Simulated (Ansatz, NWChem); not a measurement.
## Worked example: the enthalpy of formation of CHCl2F (dichlorofluoromethane)

CHCl2F: 5 atoms, total charge 0, spin state singlet. SMILES: `FC(Cl)Cl`. The coordinates come from a PBE0-D4/def2-TZVP relaxation.

```xyz
5

F    -0.5906    0.1325    1.2304
C     0.0064    0.0994    0.0307
Cl    1.4599   -0.8868    0.1269
Cl   -1.1204   -0.5252   -1.1671
H     0.2946    1.1064   -0.2625
```

Total energies at r2SCAN/def2-SVPD (NWChem 7.3.0); the atoms run unrestricted:

```tsv
species	state	energy (Eh)
CHCl2F	singlet	-1058.442316
F	doublet	-99.608830
C	triplet	-37.788278
Cl	doublet	-459.967051
H	doublet	-0.499209
```

Harmonic wavenumbers at PBE0-D4/def2-TZVP, in cm⁻¹: 276, 370, 464, 747, 811, 1121, 1256, 1335, 3154.

Measured heats of formation of the gaseous atoms at 298.15 K, in kJ/mol: F 79.4, C 716.9, Cl 121.3, H 218.0. Spin-orbit lowering of the atoms at 298 K (mean of the ground term's levels less their thermal mean, from spectra), in kJ/mol: F 1.29, C 0.02, Cl 3.44. Take 1 Eh = 2625.50 kJ/mol, 1 cm⁻¹ = 0.0119627 kJ/mol, RT = 2.479 kJ/mol.

Task: Work out the heat of formation of the gas at 298 K.

Result: 
1. Electronic atomisation energy: (-99.608830) + (-37.788278) + 2 × (-459.967051) + (-0.499209) − (-1058.442316) = 0.611897 Eh = 1606.5 kJ/mol.
2. Zero-point energy: half the sum of the wavenumbers, 4767 cm⁻¹ = 57.0 kJ/mol.
3. Thermal vibrational enthalpy, Σ hcν̃/(exp(hcν̃/kT) − 1): 3.3 kJ/mol. Translation, rotation and pV of a non-linear molecule: 4 RT = 9.9 kJ/mol.
4. The 5 free atoms carry 5/2 RT each: 31.0 kJ/mol.
5. Spin-orbit coupling lowers the free atoms by 1.29 + 0.02 + 2 × 3.44 = 8.2 kJ/mol.
6. Atomisation enthalpy at 298 K: 1606.5 − 8.2 − 57.0 − 3.3 − 9.9 + 31.0 = 1559.1 kJ/mol.
7. Sum of the atoms' heats of formation: 1256.9 kJ/mol. Heat of formation: 1256.9 − 1559.1 = -302.2 kJ/mol.

The tabulated value is -284.5 kJ/mol (Active Thermochemical Tables), so this level is off by -17.7 kJ/mol, or 1.1 % of the atomisation enthalpy. Anharmonicity and any spin-orbit splitting of the molecule are left out.
